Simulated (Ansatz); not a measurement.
## Molecular dynamics of CH3AlB

Input file:

```yaml
crystal:
  periodic: [false, false, false]
  atoms:
    - { symbol: C, position_ang: [0.582305, -0.125629, -1.241662] }
    - { symbol: B, position_ang: [-0.024238, 0.133056, 0.010142] }
    - { symbol: Al, position_ang: [-0.925324, 0.732838, 1.790226] }
    - { symbol: H, position_ang: [0.879001, -1.123055, -1.550398] }
    - { symbol: H, position_ang: [0.78226, 0.664176, -1.959574] }
    - { symbol: H, position_ang: [-1.294004, -0.281376, 2.951265] }
magnetization:
  spin_polarized: true
  initial_magnetization: 1
basis:
  gaussian: { orbitals: def2-SVP }
hamiltonian:
  xc: hf
md:
  timestep: 0.25
  n_steps: 250
  ensemble: nvt_nose_hoover
  temperature: 500.0
  initial_velocities: maxwell_boltzmann
  seed: 381521
  nose_hoover: { tau: 20.0, chain_length: 5 }
```

Command:

```bash
$ ansatz run input.yaml --threads 1 --pin off --max-ram 2048MiB --backend cpu --events-out ev --progress --plain --runs-dir out
```

It starts from a relaxed structure.

Output, in part (one step line in 5, the closing report, with atoms numbered from 0):

```
md step     0: t =     0.00 fs  T =   500.0 K  F+E_penalty+E_count = -8326.36575697 eV  E_kin = 0.258520 eV  conserved = -8326.10723698 eV  (311 SCF iters)
md step     5: t =     1.25 fs  T =   435.1 K  F+E_penalty+E_count = -8326.33201995 eV  E_kin = 0.224980 eV  conserved = -8326.10706219 eV  (80 SCF iters)
md step    10: t =     2.50 fs  T =   362.9 K  F+E_penalty+E_count = -8326.29424075 eV  E_kin = 0.187617 eV  conserved = -8326.10686840 eV  (83 SCF iters)
md step    15: t =     3.75 fs  T =   395.9 K  F+E_penalty+E_count = -8326.31093439 eV  E_kin = 0.204672 eV  conserved = -8326.10711365 eV  (80 SCF iters)
md step    20: t =     5.00 fs  T =   393.2 K  F+E_penalty+E_count = -8326.30859063 eV  E_kin = 0.203275 eV  conserved = -8326.10717826 eV  (77 SCF iters)
md step    25: t =     6.25 fs  T =   299.5 K  F+E_penalty+E_count = -8326.25877172 eV  E_kin = 0.154861 eV  conserved = -8326.10698328 eV  (80 SCF iters)
md step    30: t =     7.50 fs  T =   234.7 K  F+E_penalty+E_count = -8326.22384649 eV  E_kin = 0.121368 eV  conserved = -8326.10688500 eV  (79 SCF iters)
md step    35: t =     8.75 fs  T =   266.9 K  F+E_penalty+E_count = -8326.23880863 eV  E_kin = 0.138019 eV  conserved = -8326.10700939 eV  (81 SCF iters)
md step    40: t =    10.00 fs  T =   312.0 K  F+E_penalty+E_count = -8326.25949534 eV  E_kin = 0.161325 eV  conserved = -8326.10719719 eV  (77 SCF iters)
md step    45: t =    11.25 fs  T =   254.5 K  F+E_penalty+E_count = -8326.22629673 eV  E_kin = 0.131579 eV  conserved = -8326.10707286 eV  (98 SCF iters)
md step    50: t =    12.50 fs  T =   179.3 K  F+E_penalty+E_count = -8326.18429111 eV  E_kin = 0.092703 eV  conserved = -8326.10683745 eV  (104 SCF iters)
md step    55: t =    13.75 fs  T =   223.7 K  F+E_penalty+E_count = -8326.20418266 eV  E_kin = 0.115669 eV  conserved = -8326.10706206 eV  (104 SCF iters)
md step    60: t =    15.00 fs  T =   261.6 K  F+E_penalty+E_count = -8326.21887211 eV  E_kin = 0.135251 eV  conserved = -8326.10717909 eV  (106 SCF iters)
md step    65: t =    16.25 fs  T =   199.8 K  F+E_penalty+E_count = -8326.18134006 eV  E_kin = 0.103291 eV  conserved = -8326.10698267 eV  (83 SCF iters)
md step    70: t =    17.50 fs  T =   149.7 K  F+E_penalty+E_count = -8326.15093378 eV  E_kin = 0.077425 eV  conserved = -8326.10684306 eV  (86 SCF iters)
md step    75: t =    18.75 fs  T =   210.1 K  F+E_penalty+E_count = -8326.17705840 eV  E_kin = 0.108628 eV  conserved = -8326.10694687 eV  (109 SCF iters)
md step    80: t =    20.00 fs  T =   314.8 K  F+E_penalty+E_count = -8326.22244923 eV  E_kin = 0.162746 eV  conserved = -8326.10717805 eV  (107 SCF iters)
md step    85: t =    21.25 fs  T =   311.2 K  F+E_penalty+E_count = -8326.20875147 eV  E_kin = 0.160899 eV  conserved = -8326.10709555 eV  (108 SCF iters)
md step    90: t =    22.50 fs  T =   247.1 K  F+E_penalty+E_count = -8326.16470952 eV  E_kin = 0.127764 eV  conserved = -8326.10676714 eV  (109 SCF iters)
md step    95: t =    23.75 fs  T =   309.7 K  F+E_penalty+E_count = -8326.18634919 eV  E_kin = 0.160139 eV  conserved = -8326.10699279 eV  (109 SCF iters)
md step   100: t =    25.00 fs  T =   379.2 K  F+E_penalty+E_count = -8326.20754651 eV  E_kin = 0.196080 eV  conserved = -8326.10716882 eV  (97 SCF iters)
md step   105: t =    26.25 fs  T =   312.0 K  F+E_penalty+E_count = -8326.15755332 eV  E_kin = 0.161310 eV  conserved = -8326.10693131 eV  (96 SCF iters)
md step   110: t =    27.50 fs  T =   228.1 K  F+E_penalty+E_count = -8326.10291333 eV  E_kin = 0.117955 eV  conserved = -8326.10672547 eV  (82 SCF iters)
md step   115: t =    28.75 fs  T =   273.5 K  F+E_penalty+E_count = -8326.11654516 eV  E_kin = 0.141387 eV  conserved = -8326.10679930 eV  (80 SCF iters)
md step   120: t =    30.00 fs  T =   406.5 K  F+E_penalty+E_count = -8326.17218860 eV  E_kin = 0.210157 eV  conserved = -8326.10709289 eV  (113 SCF iters)
md step   125: t =    31.25 fs  T =   431.4 K  F+E_penalty+E_count = -8326.16947328 eV  E_kin = 0.223072 eV  conserved = -8326.10708822 eV  (101 SCF iters)
md step   130: t =    32.50 fs  T =   357.1 K  F+E_penalty+E_count = -8326.11806427 eV  E_kin = 0.184649 eV  conserved = -8326.10661806 eV  (114 SCF iters)
md step   135: t =    33.75 fs  T =   452.4 K  F+E_penalty+E_count = -8326.15665334 eV  E_kin = 0.233887 eV  conserved = -8326.10684907 eV  (119 SCF iters)
md step   140: t =    35.00 fs  T =   598.3 K  F+E_penalty+E_count = -8326.21973941 eV  E_kin = 0.309344 eV  conserved = -8326.10716905 eV  (108 SCF iters)
md step   145: t =    36.25 fs  T =   565.8 K  F+E_penalty+E_count = -8326.19132740 eV  E_kin = 0.292548 eV  conserved = -8326.10693123 eV  (111 SCF iters)
md step   150: t =    37.50 fs  T =   474.0 K  F+E_penalty+E_count = -8326.13570292 eV  E_kin = 0.245092 eV  conserved = -8326.10665916 eV  (62 SCF iters)
md step   155: t =    38.75 fs  T =   510.9 K  F+E_penalty+E_count = -8326.14869159 eV  E_kin = 0.264140 eV  conserved = -8326.10669351 eV  (58 SCF iters)
md step   160: t =    40.00 fs  T =   652.3 K  F+E_penalty+E_count = -8326.21613243 eV  E_kin = 0.337286 eV  conserved = -8326.10704889 eV  (56 SCF iters)
md step   165: t =    41.25 fs  T =   664.8 K  F+E_penalty+E_count = -8326.21737674 eV  E_kin = 0.343736 eV  conserved = -8326.10715435 eV  (58 SCF iters)
md step   170: t =    42.50 fs  T =   513.4 K  F+E_penalty+E_count = -8326.13515268 eV  E_kin = 0.265432 eV  conserved = -8326.10660549 eV  (56 SCF iters)
md step   175: t =    43.75 fs  T =   512.2 K  F+E_penalty+E_count = -8326.13237131 eV  E_kin = 0.264845 eV  conserved = -8326.10678737 eV  (56 SCF iters)
md step   180: t =    45.00 fs  T =   569.8 K  F+E_penalty+E_count = -8326.16018018 eV  E_kin = 0.294590 eV  conserved = -8326.10715388 eV  (56 SCF iters)
md step   185: t =    46.25 fs  T =   443.1 K  F+E_penalty+E_count = -8326.09265571 eV  E_kin = 0.229100 eV  conserved = -8326.10691035 eV  (55 SCF iters)
md step   190: t =    47.50 fs  T =   259.9 K  F+E_penalty+E_count = -8325.99637809 eV  E_kin = 0.134360 eV  conserved = -8326.10663389 eV  (56 SCF iters)
md step   195: t =    48.75 fs  T =   209.6 K  F+E_penalty+E_count = -8325.96924483 eV  E_kin = 0.108354 eV  conserved = -8326.10666233 eV  (55 SCF iters)
md step   200: t =    50.00 fs  T =   270.7 K  F+E_penalty+E_count = -8325.99944807 eV  E_kin = 0.139952 eV  conserved = -8326.10700230 eV  (55 SCF iters)
md step   205: t =    51.25 fs  T =   228.5 K  F+E_penalty+E_count = -8325.97536070 eV  E_kin = 0.118142 eV  conserved = -8326.10706397 eV  (58 SCF iters)
md step   210: t =    52.50 fs  T =    81.3 K  F+E_penalty+E_count = -8325.89712239 eV  E_kin = 0.042026 eV  conserved = -8326.10653359 eV  (54 SCF iters)
md step   215: t =    53.75 fs  T =   132.4 K  F+E_penalty+E_count = -8325.92260142 eV  E_kin = 0.068464 eV  conserved = -8326.10678073 eV  (45 SCF iters)
md step   220: t =    55.00 fs  T =   262.6 K  F+E_penalty+E_count = -8325.98683395 eV  E_kin = 0.135771 eV  conserved = -8326.10705519 eV  (59 SCF iters)
md step   225: t =    56.25 fs  T =   266.2 K  F+E_penalty+E_count = -8325.98360568 eV  E_kin = 0.137645 eV  conserved = -8326.10683702 eV  (60 SCF iters)
md step   230: t =    57.50 fs  T =   246.5 K  F+E_penalty+E_count = -8325.96833899 eV  E_kin = 0.127455 eV  conserved = -8326.10664269 eV  (54 SCF iters)
md step   235: t =    58.75 fs  T =   337.7 K  F+E_penalty+E_count = -8326.00960002 eV  E_kin = 0.174595 eV  conserved = -8326.10666541 eV  (56 SCF iters)
md step   240: t =    60.00 fs  T =   519.5 K  F+E_penalty+E_count = -8326.09456411 eV  E_kin = 0.268587 eV  conserved = -8326.10696294 eV  (51 SCF iters)
md step   245: t =    61.25 fs  T =   600.9 K  F+E_penalty+E_count = -8326.12447335 eV  E_kin = 0.310689 eV  conserved = -8326.10697870 eV  (56 SCF iters)
md step   250: t =    62.50 fs  T =   587.4 K  F+E_penalty+E_count = -8326.10520245 eV  E_kin = 0.303705 eV  conserved = -8326.10653709 eV  (160 SCF iters)
Total energy: -8326.10520245 eV, -305.9787225532 hartree
Atom 0 at     0.583568    -0.147912    -1.140661 Å, force    -0.501070    -2.157280     1.392385 eV/Å
Atom 1 at    -0.136032     0.310989    -0.048983 Å, force     0.058084    -0.125633    -0.224071 eV/Å
Atom 2 at    -0.897170     0.696992     1.757646 Å, force    -0.507163     0.316685     1.228664 eV/Å
Atom 3 at     0.765158    -1.232969    -1.118157 Å, force    -0.087240     0.279253     0.082854 eV/Å
Atom 4 at     0.988292     0.298881    -1.958631 Å, force     1.094900     1.608124    -2.420785 eV/Å
Atom 5 at    -0.955956    -0.489345     2.820742 Å, force    -0.057511     0.078851    -0.059047 eV/Å
Dipole moment:    -0.012724     0.089681    -0.024795 e Å
```

The run went to its last step. The conserved energy stayed within 0.13 meV per atom of its start (net change 0.12 meV per atom), so the integration is sound. The mean temperature of the second half is 18 % below the set value. A run of 0.062 ps of so small a system gives no equilibrium averages.

The same pairs are bonded in the first frame and the last. Pairs count as bonded within 1.25 times the sum of covalent radii (0.12 Å more for H–H).

Last frame:

```xyz
6
Properties=species:S:1:pos:R:3
C 0.584 -0.148 -1.141
B -0.136 0.311 -0.049
Al -0.897 0.697 1.758
H 0.765 -1.233 -1.118
H 0.988 0.299 -1.959
H -0.956 -0.489 2.821
```

Run time: 2.7 min on 1 thread of Arm Neoverse V2, with other jobs on the host, peak memory 0.12 GiB.
